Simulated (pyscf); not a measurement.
Optimised with ωB97X-D3(BJ)/def2-SVP in PySCF. MP2 and CC: frozen core, UHF for open shells. ΔMP2 is the change of the MP2 total energy from the triple- to the quadruple-zeta basis.

H₂B–CH₃ + SiH₄ → CH₄ + H₂B–SiH₃
Surface: singlet. Broken: B–C, H–Si. Formed: C–H, B–Si. Give ΔE‡ and ΔE from CCSD(T)/def2-TZVPP, relative to the separated reactants.

ΔE‡ = 18.8 kcal/mol, ΔE = +5.3 kcal/mol. CCSD(T)/def2-TZVPP + ΔMP2(QZVPP) gives 18.2 kcal/mol and +5.3 kcal/mol. Zero-point energy shifts the barrier by +3.1 kcal/mol. It is a four-centre exchange, with an imaginary mode of 977i cm⁻¹. On the reactant side the descent ends in an adduct with a B–Si, B–H contact (not fully relaxed), 3.1 kcal/mol under the separated species and 19.5 kcal/mol under the saddle at ωB97X-D3(BJ)/def2-TZVP. What is counted as formed (B–Si) is already present as a longer contact in the reactant adduct; forming that adduct is a step of its own. One saddle was located; it need not be the lowest between these sides. The CCSD(T) − MP2 part came from Ansatz, without density fitting, on the same reference.
